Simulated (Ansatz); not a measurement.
We consider rock-salt HfN, described by PBE (PAW; Ansatz, a program for electronic structure).

Numerical settings: plane-wave cutoff 520 eV, 16×16×16 k mesh, Fermi–Dirac smearing 0.1 eV, perturbation theory, force constants from a 4×4×4 q mesh, scalar-relativistic PAW data made under PBE.

Computed at the level's own relaxed cell. Harmonic vibrational thermodynamics at fixed volume:

| T (K) | S_vib (J/K per mol of atoms) | C_V (J/K per mol of atoms) | F_vib (eV/atom) |
|---|---|---|---|
| 0 | 0.00 | 0.00 | 0.0573 |
| 100 | 6.90 | 10.02 | 0.0549 |
| 200 | 15.98 | 16.48 | 0.0429 |
| 600 | 38.74 | 23.50 | -0.0765 |
| 700 | 42.40 | 23.87 | -0.1186 |
| 800 | 45.60 | 24.11 | -0.1642 |
| 900 | 48.45 | 24.28 | -0.2130 |

The crystal is taken as a harmonic solid at every temperature: melting, phase changes and thermal expansion are not seen, nor the electrons' share in a metal.
